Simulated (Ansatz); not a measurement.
# Si2H3 (doublet): from Hartree-Fock to the top rungs at twist about Si1–Si2 = 15.4°, cc-pVDZ

How much of the correlation energy of Si2H3 (doublet) does each wave-function method recover here?

The runs use Ansatz 0.2.0, Gaussian basis; cc-pVDZ, core rule «outside noble gas», up to 10 orbitals frozen.

The runs, in order: UHF; CCSD(T) on ROHF; CCSD(T) on UHF; BCCD(T) on ROHF; CISD; CCSDT(Q) on ROHF; CCSDT(Q) on UHF; CASSCF and MRCISD+Q, 3 electrons in 3 orbitals; CASSCF and NEVPT2, 3 electrons in 3 orbitals.

16 further runs of the same task are left out: 10 that didn't finish, 6 set aside as unsound or not needed.

## Step 1: The geometry

The geometry derives from a PBE0/def2-TZVP stationary point (not a proven minimum). One half is turned about the bond named; the halves are rigid.

5 atoms, charge 0, spin multiplicity 2.

Atoms are counted from 1 here; the program's logs count them from 0.

Bond lengths: Si1–Si2 2.282 Å, Si1–H3 1.492 Å, Si1–H4 1.491 Å, Si2–H5 1.528 Å. Angles: Si2–Si1–H3 129.4°, Si2–Si1–H4 123.7°, H3–Si1–H4 106.9°, Si1–Si2–H5 86.8°.

In the tables R marks a restricted open-shell determinant and U an unrestricted one; 'pair' is the active space of 3 electrons in 3 orbitals; energies count from the table's Hartree-Fock row.

## Step 2: UHF

The input, in.yaml:

```yaml
crystal:
  periodic: [false, false, false]
  atoms:
    - {symbol: Si, position_ang: [-0.006897, 0.024451, 1.089701]}
    - {symbol: Si, position_ang: [-0.006897, -0.075964, -1.189731]}
    - {symbol: H, position_ang: [-0.006897, 1.217565, 1.985709]}
    - {symbol: H, position_ang: [-0.006897, -1.179105, 1.969691]}
    - {symbol: H, position_ang: [0.398152, 1.396936, -1.168136]}
basis:
  gaussian: {orbitals: cc-pVDZ}
magnetization: {spin_polarized: true, initial_magnetization: 1}
hamiltonian: {xc: hf}
output: {orbitals: {seedname: orbitals}}
```

Launch:

```bash
$ ansatz run in.yaml --threads 1 --pin off --events-out ev --progress --plain --max-ram 2393MiB
```

The program printed:

```text
Functional definition: HF
  name "HF"
  cite "Fock, Z. Phys. 61, 126 (1930) doi:10.1007/BF01340294"
  parent pbe
  exchange = exact_x
  correlation = 0
497 factors; integrals over basis functions are off by at most 1.3e-3 eV
mean field evaluation 1: about -15768.6367 eV, gradient 7.3e0 eV
mean field evaluation 2: about -15768.6399 eV, gradient 7.3e0 eV
mean field evaluation 4: about -15769.4026 eV, gradient 8.2e-1 eV
mean field evaluation 8: about -15769.4430 eV, gradient 2.1e-1 eV
mean field evaluation 16: about -15769.4586 eV, gradient 5.2e-5 eV
mean field evaluation 32: about -15769.1499 eV, gradient 1.4e0 eV
mean field evaluation 64: about -15769.4179 eV, gradient 5.0e-1 eV
mean field -15769.45860373 eV, -579.5169147643 hartree, gradient 3.0e-5 eV, S^2 0.866235; 1 other end points of the search recorded, 0 dependent functions left out
reference -15769.45860373 eV, -579.5169147643 hartree; 16, 15 occupied and 35, 36 virtual orbitals, 497 factors
Total energy: -15769.45860373 eV, -579.5169147643 hartree
```

Wall time 0.75 s (1 thread of Intel Xeon Platinum 8488C, shared host).

From the report: ⟨S²⟩ of the determinant 0.866 (pure doublet: 0.75).

## Step 3: CCSD(T) on ROHF

Edit in.yaml of step 2 so:

```diff
@@ -10,4 +10,4 @@
   gaussian: {orbitals: cc-pVDZ}
-magnetization: {spin_polarized: true, initial_magnetization: 1}
-hamiltonian: {xc: hf}
-output: {orbitals: {seedname: orbitals}}
+magnetization: {spin_polarized: false, initial_magnetization: 1}
+correlation: {method: ccsd_t, electrons: outside_noble_gas}
+output: {forces: true}
```

The command is unchanged.

The program printed, cut to the lines that bear on the results:

```text
Functional definition: HF
  name "HF"
  cite "Fock, Z. Phys. 61, 126 (1930) doi:10.1007/BF01340294"
  parent pbe
[...]
497 factors; integrals over basis functions are off by at most 1.3e-3 eV
[...]
mean field -15769.35343552 eV, -579.5130499037 hartree, gradient 2.3e-6 eV, S^2 0.750000; 3 other end points of the search recorded, 0 dependent functions left out
[...]
determinant -15769.35343552 eV, -579.5130499037 hartree, with singles and doubles -15775.27223069 eV, -579.7305616145 hartree
determinant -15767.96608028 eV, -579.4620655389 hartree, with singles and doubles -15774.20502183 eV, -579.6913424120 hartree
determinant -15766.12442821 eV, -579.3943860738 hartree, with singles and doubles -15772.37896620 eV, -579.6242361053 hartree
10 core orbitals not correlated: weight in the atoms' cores, before any rotation towards them, 1.000 or more for the frozen orbitals, at most 0.000 for the correlated occupied ones
reference -15769.35343552 eV, -579.5130499037 hartree; 6, 5 occupied and 35, 36 virtual orbitals, 497 factors
second order -4.73061319 eV of doubles, -0.04020820 eV of singles
cycle   1  -5.91901712 eV  change   -2.2e-4 eV  update   3.0e-3
[...]
cycle  13  -5.92090373 eV  change    4.8e-7 eV  update   5.3e-7
perturbative correction -0.19132906 eV, -0.0070312134 hartree
[...]
Total energy: -15775.46566832 eV, -579.7376703160 hartree
Atom 0 at    -0.006897     0.024451     1.089701 Å, force     0.149648    -0.055732     0.348471 eV/Å
Atom 1 at    -0.006897    -0.075964    -1.189731 Å, force    -0.000920    -0.102096    -0.389289 eV/Å
Atom 2 at    -0.006897     1.217565     1.985709 Å, force    -0.014898     0.114668     0.038892 eV/Å
Atom 3 at    -0.006897    -1.179105     1.969691 Å, force    -0.101741    -0.106769     0.071872 eV/Å
Atom 4 at     0.398152     1.396936    -1.168136 Å, force    -0.032089     0.149929    -0.069945 eV/Å
Dipole moment:    -0.000313     0.032147     0.187604 e Å
```

It took 4.7 s on 1 thread of Intel Xeon Platinum 8488C, shared host.

From the report: correlation -6.1122 eV; T1 0.024; largest double amplitude 0.06.

## Step 4: CCSD(T) on UHF

Edit in.yaml of step 3 so:

```diff
@@ -10,3 +10,3 @@
   gaussian: {orbitals: cc-pVDZ}
-magnetization: {spin_polarized: false, initial_magnetization: 1}
+magnetization: {spin_polarized: true, initial_magnetization: 1}
 correlation: {method: ccsd_t, electrons: outside_noble_gas}
```

Same command.

The program printed, cut to the lines that bear on the results:

```text
Functional definition: HF
  name "HF"
  cite "Fock, Z. Phys. 61, 126 (1930) doi:10.1007/BF01340294"
  parent pbe
[...]
497 factors; integrals over basis functions are off by at most 1.3e-3 eV
[...]
mean field -15769.45860373 eV, -579.5169147643 hartree, gradient 2.5e-6 eV, S^2 0.866224; 6 other end points of the search recorded, 0 dependent functions left out
determinant -15769.45860373 eV, -579.5169147643 hartree, with singles and doubles -15775.26945730 eV, -579.7304596939 hartree
determinant -15768.03571421 eV, -579.4646245389 hartree, with singles and doubles -15774.19310596 eV, -579.6909045119 hartree
determinant -15767.01617520 eV, -579.4271571712 hartree, with singles and doubles -15772.57448119 eV, -579.6314211488 hartree
determinant -15766.18995002 eV, -579.3967939558 hartree, with singles and doubles -15772.32509067 eV, -579.6222562161 hartree
[...]
reference -15769.45860373 eV, -579.5169147643 hartree; 6, 5 occupied and 35, 36 virtual orbitals, 497 factors
second order -4.59457871 eV of doubles, -0.00000000 eV of singles
cycle   1  -5.81257289 eV  change   -1.7e-3 eV  update   3.9e-3
[...]
cycle  16  -5.81694391 eV  change    1.0e-7 eV  update   1.8e-7
perturbative correction -0.18800734 eV, -0.0069091424 hartree
[...]
Total energy: -15775.46355498 eV, -579.7375926524 hartree
Atom 0 at    -0.006897     0.024451     1.089701 Å, force     0.143007    -0.051227     0.342831 eV/Å
Atom 1 at    -0.006897    -0.075964    -1.189731 Å, force     0.002169    -0.108742    -0.390706 eV/Å
Atom 2 at    -0.006897     1.217565     1.985709 Å, force    -0.010570     0.113560     0.040991 eV/Å
Atom 3 at    -0.006897    -1.179105     1.969691 Å, force    -0.100692    -0.106194     0.072191 eV/Å
Atom 4 at     0.398152     1.396936    -1.168136 Å, force    -0.033914     0.152603    -0.065307 eV/Å
Dipole moment:    -0.000084     0.033111     0.190706 e Å
```

It took 6 s on 1 thread of Intel Xeon Platinum 8488C, shared host.

From the report: ⟨S²⟩ of the determinant 0.866 (pure doublet: 0.75); correlation -6.0050 eV; T1 0.040; largest double amplitude 0.06.

## Step 5: BCCD(T) on ROHF

Edit in.yaml of step 4 so:

```diff
@@ -10,4 +10,3 @@
   gaussian: {orbitals: cc-pVDZ}
-magnetization: {spin_polarized: true, initial_magnetization: 1}
-correlation: {method: ccsd_t, electrons: outside_noble_gas}
-output: {forces: true}
+magnetization: {spin_polarized: false, initial_magnetization: 1}
+correlation: {method: bccd_t, electrons: outside_noble_gas}
```

Same command.

The program printed, cut to the lines that bear on the results:

```text
Functional definition: HF
  name "HF"
  cite "Fock, Z. Phys. 61, 126 (1930) doi:10.1007/BF01340294"
  parent pbe
[...]
497 factors; integrals over basis functions are off by at most 1.3e-3 eV
[...]
mean field -15769.35343552 eV, -579.5130499037 hartree, gradient 2.3e-6 eV, S^2 0.750000; 3 other end points of the search recorded, 0 dependent functions left out
[...]
determinant -15769.35343552 eV, -579.5130499037 hartree, with singles and doubles -15775.27223069 eV, -579.7305616145 hartree
determinant -15767.96608028 eV, -579.4620655389 hartree, with singles and doubles -15774.20502183 eV, -579.6913424120 hartree
determinant -15766.12442821 eV, -579.3943860738 hartree, with singles and doubles -15772.37896620 eV, -579.6242361053 hartree
10 core orbitals not correlated: weight in the atoms' cores, before any rotation towards them, 1.000 or more for the frozen orbitals, at most 0.000 for the correlated occupied ones
reference -15769.35343552 eV, -579.5130499037 hartree; 6, 5 occupied and 35, 36 virtual orbitals, 497 factors
second order -4.73061319 eV of doubles, -0.04020820 eV of singles
cycle   1  -5.91663556 eV  change    2.2e-3 eV  update   5.5e-3
[...]
cycle  12  -5.91466223 eV  change   -4.6e-6 eV  update   8.7e-6
perturbative correction -0.19858607 eV, -0.0072979036 hartree
Total energy: -15775.46668382 eV, -579.7377076352 hartree
```

Run time: 2.9 s. Hardware: 1 thread of Intel Xeon Platinum 8488C, shared host.

From the report: correlation -6.1132 eV; largest double amplitude 0.06.

## Step 6: CISD

Edit in.yaml of step 5 so:

```diff
@@ -11,2 +11,2 @@
 magnetization: {spin_polarized: false, initial_magnetization: 1}
-correlation: {method: bccd_t, electrons: outside_noble_gas}
+correlation: {active_space: {ras: {orbitals: [5, 1, 35], electrons: 11, max_holes: 2, max_particles: 2}, fixed_orbitals: true}}
```

Same command.

The program printed:

```text
Functional definition: HF
  name "HF"
  cite "Fock, Z. Phys. 61, 126 (1930) doi:10.1007/BF01340294"
  parent pbe
  exchange = exact_x
  correlation = 0
497 factors; integrals over basis functions are off by at most 1.3e-3 eV
mean field evaluation 1: about -15768.6402 eV, gradient 9.8e0 eV
mean field evaluation 2: about -15768.6433 eV, gradient 9.8e0 eV
mean field evaluation 4: about -15769.3343 eV, gradient 9.3e-1 eV
mean field evaluation 8: about -15769.3534 eV, gradient 1.1e-2 eV
mean field evaluation 16: about -15768.8176 eV, gradient 6.8e0 eV
mean field -15769.35343552 eV, -579.5130499037 hartree, gradient 2.3e-6 eV, S^2 0.750000; 1 other end points of the search recorded, 0 dependent functions left out
reference -15769.35343552 eV, -579.5130499037 hartree; 16, 15 occupied and 35, 36 virtual orbitals, 497 factors
state -15774.74026557 eV, -579.7110122566 hartree
Total energy: -15774.74026557 eV, -579.7110122566 hartree
```

Run time: 2.3 s. Hardware: 1 thread of Intel Xeon Platinum 8488C, shared host.

From the report: 80,541 determinants.

## Step 7: CCSDT(Q) on ROHF

Edit in.yaml of step 6 so:

```diff
@@ -11,2 +11,2 @@
 magnetization: {spin_polarized: false, initial_magnetization: 1}
-correlation: {active_space: {ras: {orbitals: [5, 1, 35], electrons: 11, max_holes: 2, max_particles: 2}, fixed_orbitals: true}}
+correlation: {method: ccsdt_q, electrons: outside_noble_gas}
```

Same command.

The program printed, cut to the lines that bear on the results:

```text
Functional definition: HF
  name "HF"
  cite "Fock, Z. Phys. 61, 126 (1930) doi:10.1007/BF01340294"
  parent pbe
[...]
980 factors; integrals over basis functions are off by at most 1.9e-7 eV
[...]
mean field -15769.35348428 eV, -579.5130516957 hartree, gradient 2.3e-6 eV, S^2 0.750000; 3 other end points of the search recorded, 0 dependent functions left out
[...]
determinant -15769.35348428 eV, -579.5130516957 hartree, with singles and doubles -15775.27227414 eV, -579.7305632112 hartree
determinant -15767.96612189 eV, -579.4620670680 hartree, with singles and doubles -15774.20505330 eV, -579.6913435686 hartree
determinant -15766.12446931 eV, -579.3943875842 hartree, with singles and doubles -15772.37901051 eV, -579.6242377338 hartree
10 core orbitals not correlated: weight in the atoms' cores, before any rotation towards them, 1.000 or more for the frozen orbitals, at most 0.000 for the correlated occupied ones
reference -15769.35348428 eV, -579.5130516957 hartree; 6, 5 occupied and 35, 36 virtual orbitals, 980 factors
second order -4.73065654 eV of doubles, -0.04020826 eV of singles
cycle   1  -5.58787412 eV  change   -8.2e-1 eV  update   8.8e-2
[...]
cycle  21  -6.15368853 eV  change    1.4e-6 eV  update   7.2e-7
perturbative correction -0.01106177 eV, -0.0004065124 hartree
Total energy: -15775.51823457 eV, -579.7396020903 hartree
```

It took 45 s on 1 thread of Intel Xeon Platinum 8488C, shared host; peak memory 0.59 GiB.

From the report: correlation -6.1648 eV; T1 0.027; largest double amplitude 0.06.

## Step 8: CCSDT(Q) on UHF

Edit in.yaml of step 7 so:

```diff
@@ -10,3 +10,3 @@
   gaussian: {orbitals: cc-pVDZ}
-magnetization: {spin_polarized: false, initial_magnetization: 1}
+magnetization: {spin_polarized: true, initial_magnetization: 1}
 correlation: {method: ccsdt_q, electrons: outside_noble_gas}
```

The command is unchanged.

The program printed, cut to the lines that bear on the results:

```text
Functional definition: HF
  name "HF"
  cite "Fock, Z. Phys. 61, 126 (1930) doi:10.1007/BF01340294"
  parent pbe
[...]
980 factors; integrals over basis functions are off by at most 1.9e-7 eV
[...]
mean field -15769.45865409 eV, -579.5169166147 hartree, gradient 2.5e-6 eV, S^2 0.866229; 6 other end points of the search recorded, 0 dependent functions left out
determinant -15769.45865409 eV, -579.5169166147 hartree, with singles and doubles -15775.26949902 eV, -579.7304612272 hartree
determinant -15768.03575776 eV, -579.4646261390 hartree, with singles and doubles -15774.19313805 eV, -579.6909056912 hartree
determinant -15767.01623661 eV, -579.4271594279 hartree, with singles and doubles -15772.57452450 eV, -579.6314227402 hartree
determinant -15766.18999389 eV, -579.3967955681 hartree, with singles and doubles -15772.32513302 eV, -579.6222577727 hartree
10 core orbitals not correlated: weight in the atoms' cores, before any rotation towards them, 1.000 or more for the frozen orbitals, at most 0.000 for the correlated occupied ones
reference -15769.45865409 eV, -579.5169166147 hartree; 6, 5 occupied and 35, 36 virtual orbitals, 980 factors
second order -4.59461572 eV of doubles, -0.00000000 eV of singles
cycle   1  -5.41073469 eV  change   -8.2e-1 eV  update   9.2e-2
[...]
cycle  25  -6.04856569 eV  change   -5.2e-7 eV  update   3.9e-7
perturbative correction -0.01140218 eV, -0.0004190225 hartree
Total energy: -15775.51862196 eV, -579.7396163265 hartree
```

Wall time 48 s (1 thread of Intel Xeon Platinum 8488C, shared host); peak memory 0.5 GiB.

From the report: ⟨S²⟩ of the determinant 0.866 (pure doublet: 0.75); correlation -6.0600 eV; T1 0.042; largest double amplitude 0.06.

## Step 9: CASSCF and MRCISD+Q, 3 electrons in 3 orbitals

Edit in.yaml of step 8 so:

```diff
@@ -10,3 +10,3 @@
   gaussian: {orbitals: cc-pVDZ}
-magnetization: {spin_polarized: true, initial_magnetization: 1}
-correlation: {method: ccsdt_q, electrons: outside_noble_gas}
+magnetization: {spin_polarized: false, initial_magnetization: 1}
+correlation: {method: fic_mrcisd_q, electrons: outside_noble_gas, active_space: {window: {electrons: 3, orbitals: 3}}}
```

The command is unchanged.

The program printed, cut to the lines that bear on the results:

```text
Functional definition: HF
  name "HF"
  cite "Fock, Z. Phys. 61, 126 (1930) doi:10.1007/BF01340294"
  parent pbe
[...]
497 factors; integrals over basis functions are off by at most 1.3e-3 eV
[...]
mean field -15769.35343552 eV, -579.5130499037 hartree, gradient 2.3e-6 eV, S^2 0.750000; 1 other end points of the search recorded, 0 dependent functions left out
reference -15769.35343552 eV, -579.5130499037 hartree; 16, 15 occupied and 35, 36 virtual orbitals, 497 factors
state -15769.78415778 eV, -579.5288786547 hartree
contracted CI cycle   1: correlation 0.00000000 eV, 0.0000000000 hartree, residual 1.62e1 eV
contracted CI cycle   2: correlation -4.86545009 eV, -0.1788019928 hartree, residual 2.56e0 eV
contracted CI cycle   3: correlation -5.02196932 eV, -0.1845539684 hartree, residual 7.28e-1 eV
contracted CI cycle   4: correlation -5.03510473 eV, -0.1850366858 hartree, residual 2.22e-1 eV
contracted CI cycle   5: correlation -5.03638312 eV, -0.1850836657 hartree, residual 7.22e-2 eV
contracted CI cycle   6: correlation -5.03650473 eV, -0.1850881350 hartree, residual 2.33e-2 eV
contracted CI cycle   7: correlation -5.03651706 eV, -0.1850885880 hartree, residual 7.60e-3 eV
contracted CI cycle   8: correlation -5.03651836 eV, -0.1850886360 hartree, residual 2.52e-3 eV
contracted CI cycle   9: correlation -5.03651851 eV, -0.1850886414 hartree, residual 8.78e-4 eV
state -15769.78415778 eV, -579.5288786547 hartree; corrected -15775.41666683 eV, -579.7358695445 hartree
Total energy: -15775.41666683 eV, -579.7358695445 hartree
```

It took 1.3 s on 1 thread of Intel Xeon Platinum 8488C, shared host.

From the report: 9 determinants; active occupations 1.94, 1.01, 0.06.

## Step 10: CASSCF and NEVPT2, 3 electrons in 3 orbitals

Edit in.yaml of step 9 so:

```diff
@@ -11,2 +11,2 @@
 magnetization: {spin_polarized: false, initial_magnetization: 1}
-correlation: {method: fic_mrcisd_q, electrons: outside_noble_gas, active_space: {window: {electrons: 3, orbitals: 3}}}
+correlation: {method: sc_nevpt2, electrons: outside_noble_gas, active_space: {window: {electrons: 3, orbitals: 3}}}
```

Launched as before.

The program printed:

```text
Functional definition: HF
  name "HF"
  cite "Fock, Z. Phys. 61, 126 (1930) doi:10.1007/BF01340294"
  parent pbe
  exchange = exact_x
  correlation = 0
497 factors; integrals over basis functions are off by at most 1.3e-3 eV
mean field evaluation 1: about -15768.6402 eV, gradient 9.8e0 eV
mean field evaluation 2: about -15768.6433 eV, gradient 9.8e0 eV
mean field evaluation 4: about -15769.3343 eV, gradient 9.3e-1 eV
mean field evaluation 8: about -15769.3534 eV, gradient 1.1e-2 eV
mean field evaluation 16: about -15768.8176 eV, gradient 6.8e0 eV
mean field -15769.35343552 eV, -579.5130499037 hartree, gradient 2.3e-6 eV, S^2 0.750000; 1 other end points of the search recorded, 0 dependent functions left out
reference -15769.35343552 eV, -579.5130499037 hartree; 16, 15 occupied and 35, 36 virtual orbitals, 497 factors
state -15769.78415778 eV, -579.5288786547 hartree
state -15769.78415778 eV, -579.5288786547 hartree; corrected -15774.12939172 eV, -579.6885630569 hartree
Total energy: -15774.12939172 eV, -579.6885630569 hartree
```

It took 1.1 s on 1 thread of Intel Xeon Platinum 8488C, shared host.

From the report: 9 determinants; active occupations 1.94, 1.01, 0.06.

## Step 11: The ladder

The yardstick is UCCSDT(Q), where the cluster series has nearly closed. Rows without a time come out of other runs: HF, MP2 and CCSD of CCSD(T), CCSDT of CCSDT(Q), CASSCF and MRCISD of the multireference runs. The times of RCCSD(T), UCCSD(T) include forces.

Differences are taken before rounding.

```tsv
method	energy from the lowest RHF (meV)	from UCCSDT(Q) (meV)	time
RHF	0.0	+6165.2	
UHF	-105.2	+6060.0	
RMP2	-4770.8	+1394.4	
UMP2	-4699.7	+1465.4	
CISD	-5386.8	+778.4	2.3 s
RCCSD	-5920.9	+244.3	
UCCSD	-5922.1	+243.1	
RCCSD(T)	-6112.2	+53.0	4.7 s
UCCSD(T)	-6110.1	+55.1	6 s
BCCD(T)	-6113.2	+51.9	2.9 s
RCCSDT	-6153.7	+11.4	
UCCSDT	-6153.8	+11.4	
RCCSDT(Q)	-6164.8	+0.4	45 s
UCCSDT(Q)	-6165.2	0	48 s
CASSCF pair	-430.7	+5734.5	
NEVPT2 pair	-4776.0	+1389.2	1.1 s
MRCISD pair	-5467.2	+697.9	
MRCISD+Q pair	-6063.2	+102.0	1.3 s
```

Among the levels timed on like hardware and quicker than the yardstick, those that no quicker one beats, quickest first: NEVPT2 pair (1.1 s, +1389.2 meV); MRCISD+Q pair (1.3 s, +102.0 meV); BCCD(T) (2.9 s, +51.9 meV); RCCSDT(Q) (45 s, +0.4 meV).

## Step 12: Results

```
                         quantity                      value
   UCCSDT(Q) below the RHF energy                 -6.1652 eV
              RMP2 from UCCSDT(Q)                +1394.4 meV
              UMP2 from UCCSDT(Q)                +1465.4 meV
             RCCSD from UCCSDT(Q)                 +244.3 meV
          RCCSD(T) from UCCSDT(Q)                  +53.0 meV
          UCCSD(T) from UCCSDT(Q)                  +55.1 meV
         RCCSDT(Q) from UCCSDT(Q)                   +0.4 meV
       NEVPT2 pair from UCCSDT(Q)                +1389.2 meV
     MRCISD+Q pair from UCCSDT(Q)                 +102.0 meV
levels within 1 kcal/mol (43 meV)  RCCSDT, UCCSDT, RCCSDT(Q)
                    T1 diagnostic                      0.024
```

**Reading.** RCCSD(T) misses by +53.0 meV, 0.9 % of the correlation energy. Of the multireference levels listed MRCISD+Q pair comes nearest in total energy (+102.0 meV), which doesn't show that its space is the better one. These misses are within one basis, not against nature; the frozen cores of restricted and unrestricted runs differ, which can shift their rows.

RCCSDT(Q) reaches 0.4 meV from the reference in 45 s, where UCCSDT(Q) took 48 s; the quickest level in the cost chart, NEVPT2 pair, takes 1.1 s and misses by 1389.2 meV.
